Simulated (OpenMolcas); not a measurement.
**One shape, several levels: CH5BS− (SMILES [BH2-]SC)**

Wanted: a comparison of 6 runs (UHF/STO-3G, UHF/3-21G, UHF/6-311G**, UB3LYP/6-31G*, ROCCSD[T]/ANO-S-VDZ, ROCCSD/STO-3G) of CH5BS−. 

The calculation is run with OpenMolcas 26.06.

5 further runs of the same task are left out: 5 set aside as unsound or not needed.

## (1) The structure to begin with

CH5BS−: 8 atoms, total charge -1, spin state doublet. As SMILES, `[BH2-]SC`. Geometry: relaxed at GFN2-xTB.

Bond lengths: B1–S2 1.760 Å, B1–H4 1.195 Å, B1–H5 1.193 Å, C3–H6 1.082 Å, C3–H7 1.081 Å, C3–H8 1.082 Å. Angles: S2–B1–H4 121.1°, S2–B1–H5 120.2°, H4–B1–H5 118.6°, H6–C3–H7 112.6°, H6–C3–H8 112.4°, H7–C3–H8 112.6°. A long bond or contact: S2–C3 2.175 Å.

## (2) Energy and gradient at UHF/STO-3G (run 1)

File job.input:

```
&GATEWAY
BasLib
$CurrDir
Coord
8
angstrom
B       -0.944180       1.016160      -0.999290
S        0.679900       0.337000      -1.004870
C        0.807640      -0.844480       0.816650
H       -1.903120       0.325970      -1.179850
H       -1.104760       2.187800      -0.842700
H        0.706170      -0.144060       1.635140
H        1.772590      -1.331700       0.803180
H       -0.014250      -1.546690       0.771740
Basis
STO-3G
Group
NoSym
&SEWARD
&SCF
UHF
Charge
-1
Spin
2
Thresholds
1e-10 1e-07 1e-07 1e-05
PrOrbitals
1 2
&ALASKA
```

The basis set STO-3G is read from a file made from the Basis Set Exchange's data (not shown).

The run is started by

```
$ export MOLCAS_MEM=1860
$ pymolcas job.input > job.log
```

The log of the run:

```text
--- Start Module: gateway ---
[...]
--- Stop Module: gateway /rc=_RC_ALL_IS_WELL_ ---
[...]
      Basis functions           24
[...]
--- Start Module: scf ---
[...]
       Convergence after  22 Iterations
[...]
::    Total SCF energy                               -457.6460014880
[...]
      Total spin, S                                     0.5829415394
[...]
      Total electronic charge=   33.000000
      Total            charge=   -1.000000
[...]
      Dipole Moment (debye):
      Origin of the operator (angstrom)=    0.3413    0.1885   -0.5354
                   X=  3.3419E+00               Y= -2.0687E+00               Z=  1.1253E+00           Total=  4.0883E+00
      Center of Charge (angstrom)
[...]
 *              Molecular gradients               *
 **************************************************
  Irreducible representation: a
 ------------------------------------------------------------------------------------------
                              X                       Y                       Z
 ------------------------------------------------------------------------------------------
  B1                6.57861816215188E-03   -3.24283113385038E-03    4.00497179246595E-03
  S2                3.13907873943364E-03    2.15154695403559E-02   -2.96458002546096E-02
  C3                5.69515466164527E-03   -3.41141492449522E-02    4.53877451183455E-02
  H4               -1.29841633206160E-02   -1.33577237124012E-02   -1.90263396312140E-03
  H5                1.26630700858887E-03    1.76938235580959E-02   -1.54317918183977E-03
  H6               -1.06444619838364E-03    5.29476198575640E-03   -5.50952697460794E-03
  H7               -7.16568515461091E-04    3.28883509913691E-03   -4.99570755091738E-03
  H8               -1.91398053731984E-03    2.92181390784618E-03   -5.79586898573203E-03
[...]
```

Wall time 2.5 s (1 thread of Arm Neoverse V1, shared host); peak memory 0.37 GiB.

## (3) Energy and gradient at UHF/3-21G (run 2)

File job.input:

```
>>> EXPORT MOLCAS_PRINT=2

&gateway
  baslib = $CurrDir
  coord
  8
  angstrom
  B       -0.944180       1.016160      -0.999290
  S        0.679900       0.337000      -1.004870
  C        0.807640      -0.844480       0.816650
  H       -1.903120       0.325970      -1.179850
  H       -1.104760       2.187800      -0.842700
  H        0.706170      -0.144060       1.635140
  H        1.772590      -1.331700       0.803180
  H       -0.014250      -1.546690       0.771740
  basis = 3-21G
  group = NoSym

&seward

&scf
  uhf
  charge = -1
  spin = 2
  thresholds = 1e-10 1e-07 1e-07 1e-05
  prorbitals = 1

&alaska
```

The basis set 3-21G is read from a file made from the Basis Set Exchange's data (not shown).

The run is started by

```
$ export MOLCAS_MEM=1860
$ pymolcas job.input > job.log
```

The log of the run:

```text
--- Start Module: gateway ---
[...]
--- Stop Module: gateway /rc=_RC_ALL_IS_WELL_ ---
[...]
      Basis functions           41
[...]
--- Start Module: scf ---
[...]
       Convergence after  23 Iterations
[...]
::    Total SCF energy                               -460.6067074043
[...]
      Total spin, S                                     0.5603169759
[...]
      Total electronic charge=   33.000000
      Total            charge=   -1.000000
[...]
      Dipole Moment (debye):
      Origin of the operator (angstrom)=    0.3413    0.1885   -0.5354
                   X=  2.2435E+00               Y= -2.2972E+00               Z=  2.2521E+00           Total=  3.9220E+00
      Center of Charge (angstrom)
[...]
 *              Molecular gradients               *
 **************************************************
  Irreducible representation: a
 ------------------------------------------------------------------------------------------
                              X                       Y                       Z
 ------------------------------------------------------------------------------------------
  B1                2.85318636143712E-02   -1.53430893287592E-02    7.89929701051635E-03
  S2               -3.31198612303751E-02    1.96505135604791E-02   -2.80037064598737E-03
  C3               -1.71354673139834E-03    9.05853479173935E-04   -5.58093594563358E-03
  H4                5.52811222800198E-03    3.27568752163820E-03    8.69964254208822E-04
  H5                2.57050693118022E-03   -6.39400965369763E-03   -5.04135221502736E-03
  H6               -1.94054614926498E-04    5.64953245830280E-04    1.88235397539893E-03
  H7               -2.71587684651742E-04   -3.87288736096503E-04    9.98887260049069E-04
  H8               -1.33143251218737E-03   -2.27262008858453E-03    1.77215630648264E-03
[...]
```

Run time: 2.8 s. Hardware: 1 thread of Arm Neoverse V1, shared host; peak memory 0.37 GiB.

Run 3 isn't shown in full; the table further down has it.

## (4) Energy and forces at UB3LYP/6-31G(d) (spherical functions) (run 4)

File job.input:

```
* CH5BS Kohn-Sham DFT

&GATEWAY
  BasLib=$CurrDir
  Coord
  8
  angstrom
  B       -0.944180       1.016160      -0.999290
  S        0.679900       0.337000      -1.004870
  C        0.807640      -0.844480       0.816650
  H       -1.903120       0.325970      -1.179850
  H       -1.104760       2.187800      -0.842700
  H        0.706170      -0.144060       1.635140
  H        1.772590      -1.331700       0.803180
  H       -0.014250      -1.546690       0.771740
  Basis=6-31Gs
  Group=NoSym

&SEWARD
  GridInput
  Grid=UltraFine
  End of Grid

&SCF
  UHF
  Charge=-1
  Spin=2
  KSDFT=B3LYP
  Thresholds=1e-10 1e-07 1e-07 1e-05
  PrOrbitals=1

&ALASKA
```

The basis set 6-31G* is read from a file made from the Basis Set Exchange's data (not shown).

The run is started by

```
$ export MOLCAS_MEM=1860
$ pymolcas job.input > job.log
```

The log of the run:

```text
--- Start Module: gateway ---
[...]
--- Stop Module: gateway /rc=_RC_ALL_IS_WELL_ ---
[...]
      Basis functions           56
[...]
--- Start Module: scf ---
[...]
       Convergence after  20 Iterations
[...]
::    Total KS-DFT energy                            -464.1224215456
[...]
      Total spin, S                                     0.5064552422
[...]
      Total electronic charge=   33.000000
      Total            charge=   -1.000000
[...]
      Dipole Moment (debye):
      Origin of the operator (angstrom)=    0.3413    0.1885   -0.5354
                   X=  1.8782E+00               Y= -1.8377E+00               Z=  1.6899E+00           Total=  3.1241E+00
      Center of Charge (angstrom)
[...]
 *              Molecular gradients               *
 **************************************************
  Irreducible representation: a
 ------------------------------------------------------------------------------------------
                              X                       Y                       Z
 ------------------------------------------------------------------------------------------
  B1                9.10435601333326E-03   -5.92854551548294E-03    6.40485870228102E-03
  S2               -1.80528806816032E-02    1.51377851895001E-02   -1.17553520360003E-02
  C3               -3.70477779539691E-04   -9.34497900022624E-03    1.41612845065611E-02
  H4                8.93958908881487E-03    4.76392059865471E-03    3.53913009565554E-04
  H5                3.11445646363306E-03   -9.98389860707061E-03   -2.71323380935279E-03
  H6                4.60647120750751E-04   -3.73151965952934E-03   -5.36336692124184E-03
  H7               -7.83749773536258E-03    4.95757980947187E-03   -1.30978712425839E-03
  H8                4.64180750991838E-03    4.12965718469849E-03    2.21683672458395E-04
[...]
```

Run time: 37 s. Hardware: 1 thread of Arm Neoverse V1, shared host; peak memory 0.39 GiB.

Run 5 isn't shown in full; the table further down has it.

## (5) A single-point energy at ROCCSD/STO-3G (run 6)

File run.inp:

```
>>> EXPORT MOLCAS_PRINT=2

&GATEWAY
  BasLib=$CurrDir
  Coord
  8
  angstrom
  B       -0.944180       1.016160      -0.999290
  S        0.679900       0.337000      -1.004870
  C        0.807640      -0.844480       0.816650
  H       -1.903120       0.325970      -1.179850
  H       -1.104760       2.187800      -0.842700
  H        0.706170      -0.144060       1.635140
  H        1.772590      -1.331700       0.803180
  H       -0.014250      -1.546690       0.771740
  Basis=STO-3G
  Group=NoSym

&SEWARD

&SCF
  UHF
  Charge=-1
  Spin=2
  Thresholds=1e-10 1e-07 1e-07 1e-05
  PrOrbitals=1 1

&RASSCF
  FileOrb=$Project.UnaOrb
  Spin=2
  Nactel=1 0 0
  Inactive=16
  Ras2=1
  OutOrbitals=Canonical
  OrbListing=NoCore

&MOTRA
  JobIph
  Frozen=7

&CCSDT
  CCSD
  Iterations=80
  Accuracy=1e-08
  Extrapolation=5 4
```

The basis set STO-3G is read from a file made from the Basis Set Exchange's data (not shown).

The run is started by

```
$ export MOLCAS_MEM=1860
$ pymolcas run.inp > run.log
```

The log of the run:

```text
--- Start Module: gateway ---
[...]
--- Stop Module: gateway /rc=_RC_ALL_IS_WELL_ ---
[...]
      Basis functions           24
[...]
       Convergence after  22 Iterations
[...]
::    Total SCF energy                               -457.6460014880
[...]
      Total spin, S                                     0.5829415394
[...]
      Number of active orbitals                  1
[...]
      Spin quantum number                      0.5
[...]
      Active orbitals                            1
[...]
      Number of CSFs                             1
[...]
      Number of root(s) required                 1
[...]
      Convergence after 14 iterations
[...]
      printout of CI-coefficients larger than  0.05 for root  1
      energy=    -457.631001
      conf/sym  1     Coeff  Weight
             1  u   1.00000 1.00000
      Natural orbitals and occupation numbers for root  1
      sym 1:   1.000000
      ************************************************************************************************************************
      *                                                    Final results                                                     *
[...]
::    RASSCF root number  1 Total energy:   -457.63100148
[...]
      Total electronic charge=   33.000000
      Total            charge=   -1.000000
[...]
      Dipole Moment (debye):
      Origin of the operator (angstrom)=    0.3413    0.1885   -0.5354
                   X=  3.3506E+00               Y= -1.8881E+00               Z=  8.3431E-01           Total=  3.9354E+00
      Center of Charge (angstrom)
[...]
--- Start Module: motra ---
[...]
--- Stop Module: motra /rc=_RC_ALL_IS_WELL_ ---
--- Start Module: ccsdt ---
[...]
      Convergence after                    22  Iterations
      Total energy (diff) :    -457.79992591       0.00000000
[...]
--- Stop Module: ccsdt /rc=_RC_ALL_IS_WELL_ ---
[...]
```

Wall time 3 s (1 thread of Arm Neoverse V1, shared host); peak memory 0.37 GiB.

## (6) All runs side by side

```tsv
run	level	integration grid	task	energy (Eh)	HOMO energy (eV)	LUMO energy (eV)	⟨S²⟩	wall time
1	UHF/STO-3G	–	gradient	-457.646001	3.06	15.23	0.923	2.5 s
2	UHF/3-21G	–	gradient	-460.606707	-0.59	9.12	0.874	2.8 s
3	UHF/6-311G**	–	gradient	-462.961333	-0.85	7.78	0.860	13 s
4	UB3LYP/6-31G* (spherical functions)	UltraFine	gradient	-464.122422	2.05	4.60	0.763	37 s
5	ROCCSD[T]/ANO-S-VDZ	–	energy	-463.129036	–	–	–	6 s
6	ROCCSD/STO-3G	–	energy	-457.799926	–	–	–	3 s
```

## (7) Results

| quantity | value |
| --- | --- |
| run 6: total energy | -457.79993 Eh |

In runs 1, 4 the HOMO lies above zero, so the outermost electron may be held by the basis alone. In runs 1, 6 the basis is minimal, so the values are rough. Spin contamination of the reference: run 1 ⟨S²⟩ = 0.92, run 2 ⟨S²⟩ = 0.87, run 3 ⟨S²⟩ = 0.86. All runs together took 64 s, the longest 37 s.
